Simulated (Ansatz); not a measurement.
# A saddle search, step by step

BH4F, singlet, HF/pcseg-2 (Ansatz 0.2.0). Settings; a guess of the unstable mode was typed too, and convergence needs a confirmed negative curvature besides the force tolerance:

```yaml
hamiltonian: {xc: hf}
saddle:
  f_tol: 0.05
  max_steps: 40
```

Start:

```
6
angstrom
B -0.2902 0.1604 -0.2115
F 1.2367 0.2560 -0.0703
H -0.6202 -0.5435 -1.1380
H -0.7601 1.1923 -0.0226
H 0.6571 -0.3556 0.6455
H -0.3035 -0.5767 0.8517
```

```tsv
step	energy less the last (meV)	largest force component (eV/Å)
1	83.9	1.250
2	83.0	1.068
3	2.7	0.474
4	2.3	0.387
5	1.6	0.268
6	0.2	0.067
7	0.0	0.028
8	0.0	0.000
```

Step 4, positions (Å) and forces (eV/Å):

```
atom       x       y       z      Fx      Fy      Fz
  B1  -0.302   0.149  -0.223  -0.085  -0.101  -0.387
  F2   1.270   0.232  -0.103   0.100   0.051  -0.010
  H3  -0.608  -0.519  -1.157   0.041   0.043   0.155
  H4  -0.795   1.197  -0.018  -0.027   0.126   0.077
  H5   0.672  -0.347   0.679  -0.146  -0.068   0.070
  H6  -0.317  -0.580   0.876   0.118  -0.052   0.095
```

Step 5, positions (Å) and forces (eV/Å):

```
atom       x       y       z      Fx      Fy      Fz
  B1  -0.304   0.148  -0.225  -0.119  -0.072  -0.268
  F2   1.271   0.233  -0.100   0.088   0.022  -0.006
  H3  -0.608  -0.521  -1.156   0.042   0.043   0.109
  H4  -0.794   1.199  -0.016  -0.017   0.086   0.046
  H5   0.674  -0.346   0.677  -0.097  -0.046   0.061
  H6  -0.318  -0.581   0.876   0.103  -0.032   0.057
```

Step 7, positions (Å) and forces (eV/Å):

```json
{"atom": "B1", "x": "-0.312", "y": "0.147", "z": "-0.230", "Fx": "-0.006", "Fy": "0.028", "Fz": "0.018"}
{"atom": "F2", "x": "1.275", "y": "0.232", "z": "-0.096", "Fx": "0.000", "Fy": "-0.011", "Fz": "-0.009"}
{"atom": "H3", "x": "-0.608", "y": "-0.523", "z": "-1.156", "Fx": "0.006", "Fy": "-0.007", "Fz": "-0.001"}
{"atom": "H4", "x": "-0.794", "y": "1.204", "z": "-0.015", "Fx": "0.002", "Fy": "-0.010", "Fz": "-0.003"}
{"atom": "H5", "x": "0.674", "y": "-0.345", "z": "0.674", "Fx": "-0.007", "Fy": "0.008", "Fz": "0.008"}
{"atom": "H6", "x": "-0.315", "y": "-0.582", "z": "0.877", "Fx": "0.005", "Fy": "-0.007", "Fz": "-0.012"}
```

Last step (8):

B1  (-0.313, 0.148, -0.230)
F2  (1.275, 0.231, -0.096)
H3  (-0.608, -0.523, -1.156)
H4  (-0.794, 1.204, -0.015)
H5  (0.674, -0.343, 0.675)
H6  (-0.315, -0.583, 0.876)
(Å)

The run took about 18 s on 2 CPU threads of an Arm Neoverse V2 (shared host).
